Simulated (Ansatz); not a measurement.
**One shape, several levels: SiH2SF (SMILES F[SiH]S)**

We compute a comparison of 6 runs (UHF/STO-3G, U-r2SCAN0/STO-3G, UPBE/STO-3G, UPBE0/STO-3G, UBCCD(T)/STO-3G, UCCSDT/STO-3G) of SiH2SF. 

The calculation is run with Ansatz 0.2.0.

72 further runs of the same task are left out: 4 that didn't finish, 68 set aside as unsound or not needed.

## 1. Starting point

SiH2SF: 5 atoms, total charge 0, spin state doublet. As SMILES, `F[SiH]S`. The H4–Si2 distance was set to 2.979 Å, away from the relaxed value. At this shape a bond of the SMILES string is far longer than usual.

Bond lengths: F1–Si2 1.603 Å, Si2–S3 2.122 Å, S3–H5 1.344 Å. Angles: F1–Si2–S3 112.5°, Si2–S3–H5 95.0°.

## 2. A single-point energy at UHF/STO-3G (run 1)

job.yaml reads:

```yaml
crystal:
  periodic: [false, false, false]
  atoms:
    - {symbol: F, position_ang: [-1.249900, 0.721290, 1.946394]}
    - {symbol: Si, position_ang: [-0.637000, 1.080490, 0.508894]}
    - {symbol: S, position_ang: [1.393100, 1.686990, 0.620394]}
    - {symbol: H, position_ang: [-0.621800, -1.416500, -1.115500]}
    - {symbol: H, position_ang: [1.135100, 2.847990, 1.247194]}
basis:
  gaussian: {orbitals: STO-3G}
magnetization: {spin_polarized: true, initial_magnetization: 1}
hamiltonian: {xc: hf}
accuracy: high
```

Command:

```bash
$ ansatz run job.yaml --threads 1 --pin off --max-ram 2610MiB --events-out events.jsonl --progress --plain --runs-dir runs
```

Standard output:

```text
Warning: RAYON_NUM_THREADS=1 ignored (pool sized by the plan → 1); use --threads N
Functional definition: HF
  name "HF"
  exchange = exact_x
  correlation = 0
460 factors; integrals over basis functions are off by at most 2.7e-8 eV
mean field evaluation 1: about -21157.6088 eV, gradient 1.8e1 eV
mean field evaluation 2: about -21157.6596 eV, gradient 1.8e1 eV
mean field evaluation 4: about -21165.0403 eV, gradient 5.6e0 eV
mean field evaluation 8: about -21166.0547 eV, gradient 1.4e-1 eV
mean field evaluation 16: about -21166.0559 eV, gradient 1.6e-8 eV
mean field evaluation 32: about -21165.9261 eV, gradient 6.5e-1 eV
mean field evaluation 64: about -21165.9437 eV, gradient 1.7e0 eV
mean field evaluation 96: about -21163.7651 eV, gradient 4.6e-1 eV
mean field -21166.05592424 eV, -777.8382083479 hartree, gradient 2.1e-8 eV, S^2 0.885581; 0 other end points of the search recorded, 0 dependent functions left out
reference -21166.05592424 eV, -777.8382083479 hartree; 21, 20 occupied and 4, 5 virtual orbitals, 460 factors
Total energy: -21166.05592424 eV, -777.8382083479 hartree
```

Wall time 0.4 s (1 thread of Arm Neoverse V1, shared host).

## 3. The energy at U-r2SCAN0/STO-3G (run 2)

run.yaml reads:

```yaml
basis:
  gaussian: {orbitals: STO-3G}
crystal:
  periodic: [false, false, false]
  atoms:
    - symbol: F
      position_ang: [-1.249900, 0.721290, 1.946394]
    - symbol: Si
      position_ang: [-0.637000, 1.080490, 0.508894]
    - symbol: S
      position_ang: [1.393100, 1.686990, 0.620394]
    - symbol: H
      position_ang: [-0.621800, -1.416500, -1.115500]
    - symbol: H
      position_ang: [1.135100, 2.847990, 1.247194]
hamiltonian: {xc: {name: r2SCAN0}}
accuracy: high
magnetization: {spin_polarized: true, initial_magnetization: 1}
```

Command:

```bash
$ ansatz run run.yaml --threads 1 --pin off --max-ram 2610MiB --events-out events.jsonl --progress --plain --runs-dir runs
```

Standard output:

```text
Warning: RAYON_NUM_THREADS=1 ignored (pool sized by the plan → 1); use --threads N
Functional definition: r2SCAN0
  name "r2SCAN0"
  parameter a = 0.25
  parameter k0 = 0.174
  parameter k1 = 0.065
  parameter a1 = 4.9479
  exchange = (1 - a)*r2scan_x(k0 = k0, k1 = k1, a1 = a1) + a*exact_x
  correlation = r2scan_c
460 factors; integrals over basis functions are off by at most 2.7e-8 eV
mean field evaluation 1: about -21197.4090 eV, gradient 1.6e1 eV
mean field evaluation 2: about -21189.9981 eV, gradient 1.9e1 eV
mean field evaluation 4: about -21205.2191 eV, gradient 3.0e0 eV
mean field evaluation 8: about -21205.6257 eV, gradient 1.5e-1 eV
mean field evaluation 16: about -21205.6261 eV, gradient 2.8e-4 eV
mean field evaluation 32: about -21205.4593 eV, gradient 1.3e0 eV
mean field -21205.62606507 eV, -779.2923842019 hartree, gradient 4.2e-8 eV, S^2 0.781652; 2 other end points of the search recorded, 0 dependent functions left out
reference -21205.62606578 eV, -779.2923842279 hartree; 21, 20 occupied and 4, 5 virtual orbitals, 460 factors
Total energy: -21205.62606578 eV, -779.2923842279 hartree
```

It took 8.1 s on 1 thread of Arm Neoverse V1, shared host; peak memory 0.26 GiB.

## 4. A single-point energy at UPBE/STO-3G (run 3)

job.yaml, as its differences from that of step 2:

```diff
@@ -11,3 +11,3 @@
 magnetization: {spin_polarized: true, initial_magnetization: 1}
-hamiltonian: {xc: hf}
+hamiltonian: {xc: {name: PBE}}
 accuracy: high
```

Command:

```bash
$ ansatz run job.yaml --threads 1 --pin off --max-ram 2610MiB --events-out events.jsonl --progress --plain --runs-dir runs
```

Standard output:

```text
Warning: RAYON_NUM_THREADS=1 ignored (pool sized by the plan → 1); use --threads N
Functional definition: PBE
  name "PBE"
  parameter kappa = 0.804
  parameter beta = 0.06672455060314922
  exchange = pbe_x(kappa = kappa, mu = beta*pi^2/3)
  correlation = pbe_c(beta = beta)
460 factors; integrals over basis functions are off by at most 2.7e-8 eV
mean field evaluation 1: about -21186.9992 eV, gradient 1.5e1 eV
mean field evaluation 2: about -21178.4693 eV, gradient 1.9e1 eV
mean field evaluation 4: about -21194.8388 eV, gradient 3.4e0 eV
mean field evaluation 8: about -21195.1663 eV, gradient 1.6e-1 eV
mean field evaluation 16: about -21195.1464 eV, gradient 2.6e-4 eV
mean field -21195.14641887 eV, -778.9072643071 hartree, gradient 2.7e-8 eV, S^2 0.761561; 2 other end points of the search recorded, 0 dependent functions left out
reference -21195.14642088 eV, -778.9072643810 hartree; 21, 20 occupied and 4, 5 virtual orbitals, 460 factors
Total energy: -21195.14642088 eV, -778.9072643810 hartree
```

Run time: 3.3 s. Hardware: 1 thread of Arm Neoverse V1, shared host; peak memory 0.14 GiB.

Runs 4 to 5 aren't shown in full; the table further down has their settings and results.

## 5. A single-point energy at UCCSDT/STO-3G (run 6)

in.yaml reads:

```yaml
crystal:
  periodic: [false, false, false]
  atoms:
    - symbol: F
      position_ang: [-1.249900, 0.721290, 1.946394]
    - symbol: Si
      position_ang: [-0.637000, 1.080490, 0.508894]
    - symbol: S
      position_ang: [1.393100, 1.686990, 0.620394]
    - symbol: H
      position_ang: [-0.621800, -1.416500, -1.115500]
    - symbol: H
      position_ang: [1.135100, 2.847990, 1.247194]
basis:
  gaussian: {orbitals: STO-3G}
magnetization: {spin_polarized: true, initial_magnetization: 1}
correlation: {method: ccsdt, frozen_orbitals: {F: 1, H: 0, S: 5, Si: 5}}
accuracy: high
scf: {omitted_lower_state_checks: [cluster_reference, increment]}
```

Command:

```bash
$ ansatz run in.yaml --threads 1 --pin off --max-ram 2610MiB --events-out events.jsonl --progress --plain --runs-dir runs
```

Standard output:

```text
Warning: RAYON_NUM_THREADS=1 ignored (pool sized by the plan → 1); use --threads N
[... 13 lines left out ...]
11 core orbitals not correlated: weight in the atoms' cores, before any rotation towards them, 1.000 or more for the frozen orbitals, at most 0.000 for the correlated occupied ones
[... 49 lines left out ...]
Total energy: -21168.77282522 eV, -777.9380526171 hartree
Checks for a lower state left out: cluster_reference, increment
```

It took 2.1 s on 1 thread of Arm Neoverse V1, shared host; peak memory 0.092 GiB.

## 6. The series

```csv
run,level,frozen core orbitals,energy (Eh),⟨S²⟩,wall time
1,UHF/STO-3G,–,-777.838208,0.886,0.4 s
2,U-r2SCAN0/STO-3G,–,-779.292384,0.782,8.1 s
3,UPBE/STO-3G,–,-778.907264,0.762,3.3 s
4,UPBE0/STO-3G,–,-779.020572,0.764,3 s
5,UBCCD(T)/STO-3G,11,-777.937595,0.886,0.81 s
6,UCCSDT/STO-3G,11,-777.938053,0.886,2.1 s
```

## 7. Results

```
                                           quantity          value
                                run 6: total energy  -777.93805 Eh
run 6: correlation energy (11 core orbitals frozen)      -99.8 mEh
           run 6: ⟨S²⟩ of the reference determinant          0.886
                               run 6: T1 diagnostic          0.038
```

Below the UHF energy at the same shape and in the same basis (STO-3G): UBCCD(T) -99.4 mEh; UCCSDT -99.8 mEh. Totals of different functionals can't be ranked against each other. In runs 1, 2, 3, 4, 5, 6 the basis is minimal, so the values are rough. Spin contamination of the reference: run 1 ⟨S²⟩ = 0.89, run 5 ⟨S²⟩ = 0.89, run 6 ⟨S²⟩ = 0.89. All runs together took 18 s, the longest 8.1 s.
